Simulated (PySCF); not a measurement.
Compound: 2-methylpropanoate, C₄H₇O₂ (charge -1).
SMILES: `CC(C)C(=O)[O-]`

Torsions of this conformer, `[CH3:1][CH:2]([CH3:3])[C:4](=[O:5])[O-:6]`: C1–C2–C4–O5 -119°.

The closed-shell ground state was solved at several levels (PySCF, density fitting, gas phase, non-relativistic). The structure is a single GFN2-xTB conformer in the gas phase; no vibrational or solvent corrections. No diffuse functions stand in pcJ-1 and pcSseg-1, which bears on an anion's orbital energies.

```json
{"level": "PBE0/pcSseg-1", "basis functions": "137", "HOMO (eV)": "-0.91", "LUMO (eV)": "5.49", "gap (eV)": "6.40"}
{"level": "B3LYP/def2-SVPD", "basis functions": "182", "HOMO (eV)": "-1.17", "LUMO (eV)": "3.98", "gap (eV)": "5.15"}
```

**Question.** What might B3LYP/pcJ-1 (232 basis functions) give for the same quantities?

**Answer.** HOMO -0.64 eV, LUMO 5.22 eV, gap 5.86 eV.

**Question.** Over all these levels, which gives the widest orbital gap and which the narrowest?

**Answer.** PBE0/pcSseg-1 (global hybrid, 25 % exact exchange) has the widest, 6.40 eV, and B3LYP/def2-SVPD (global hybrid, 20 % exact exchange) the narrowest, 5.15 eV. Functional and basis both differ between the two, so the spread mixes both effects.
